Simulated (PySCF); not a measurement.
C3H4F2O.
SMILES with atom numbers: `[F:1][CH:2]([F:3])[C@@H:4]1[CH2:5][O:6]1` (hydrogens: H7 on C2; H8 on C4; H9, H10 on C5)

Level of theory: EOM-IP-CCSD/aug-cc-pVDZ in PySCF, restricted Hartree–Fock reference, frozen core, non-relativistic, gas phase, PBE0-D3(BJ)/def2-SVP geometry.

Hartree–Fock orbital energies give these Koopmans values (eV): HOMO 12.87, HOMO-1 12.95, HOMO-2 14.45, HOMO-3 15.78, HOMO-4 16.35, HOMO-5 17.38, HOMO-6 17.94, HOMO-7 18.39.

What vertical ionisation energies does EOM-IP-CCSD give?

```csv
leading hole (HF orbital),Koopmans (eV),EOM-IP-CCSD (eV),change (eV),one-hole share
HOMO,12.87,10.95,-1.92,0.95
HOMO-1,12.95,12.04,-0.91,0.96
HOMO-2,14.45,12.98,-1.47,0.96
HOMO-3,15.78,14.52,-1.26,0.95
HOMO-4,16.35,14.72,-1.63,0.95
HOMO-5,17.38,14.89,-2.49,0.95
HOMO-7,18.39,15.62,-2.77,0.94
HOMO-6,17.94,16.04,-1.90,0.95
```

Does the order of the lines follow the orbital energies?

No: the HOMO-7 hole (15.62 eV) falls below the HOMO-6 hole (16.04 eV). The corrections run from -2.77 to -0.91 eV, with a mean of -1.79 eV over the 8 lines; no line lies above its Koopmans value.

At what kinetic energies would He I light (21.22 eV) eject these electrons?

10.27 eV (HOMO), 9.18 eV (HOMO-1), 8.24 eV (HOMO-2), 6.70 eV (HOMO-3), 6.50 eV (HOMO-4), 6.33 eV (HOMO-5), 5.60 eV (HOMO-7), 5.18 eV (HOMO-6).

What total energy has the lowest final state, and which wavelength reaches it?

E(CCSD) + ionisation energy = -390.72120 + 0.40237 = -390.31883 Eh, at the geometry of the initial state. The threshold wavelength is 1239.84 eV nm/10.95 eV = 113.2 nm.

One root was sought for each valence orbital with −ε under 21 eV, eight at most, so deeper holes and satellites are missing; no vibrational structure.

Conformer computed: `[F:1][CH:2]([F:3])[C@@H:4]1[CH2:5][O:6]1`: F1–C2–C4–C5 -90°.

One conformer stands for the species.
